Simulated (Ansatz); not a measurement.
Process, species as SMILES: O=CO + 3 [H][H] (H2) → C (CH4) + 2 O (H2O)

Wanted: energy of full hydrogenation (enthalpy at 298 K), in kcal/mol. Set-up: 6-31G* and kin with 6d, 5d where marked; valence correlation only; non-relativistic; LANL2DZ all-electron up to Ne; no spin-orbit coupling; 6-311+G** with 5d. CBS marks a two-point X^-3 extrapolation of the correlation energy; Hartree-Fock from the larger set. Ab initio and DFT rows: single points at B3LYP-D3(BJ) geometries (Ansatz, a program for electronic structure), with unscaled harmonic terms from B3LYP/6-31G* at its own minima.

Measured values: Active Thermochemical Tables 1.112 (ions: stationary electron), as tabulated in the package chemicals; G2/97 table in ASE (Curtiss et al.); they hold spin-orbit and core effects, anharmonicity and other conformers. 

Value to compare with, the measured value: -42.9 kcal/mol.

| level | program | energy of full hydrogenation (enthalpy at 298 K) (kcal/mol) | error |
|---|---|---|---|
| HF/STO-3G | Ansatz | -43.0 | -0.1 |
| HF/3-21G | Ansatz | -37.7 | 5.2 |
| HF/LANL2DZ | Ansatz | -63.3 | -20.4 |
| HF/6-31G* | Ansatz | -34.0 | 8.9 |
| HF/6-311+G** | Ansatz | -45.3 | -2.4 |
| CCSD(T)/CBS(cc-pVTZ,cc-pVQZ) | Ansatz | -42.8 | 0.1 |

Among the 5 habitual levels, HF/LANL2DZ lies farthest from the measured value (-20.4 kcal/mol) and HF/STO-3G nearest (-0.1); 2 of 5 lie above it, and their mean absolute error is 7.4 kcal/mol, the median 5.2. One case shows no general order.

The sets are all those run for this method; runs whose electronic state is in doubt are left out.
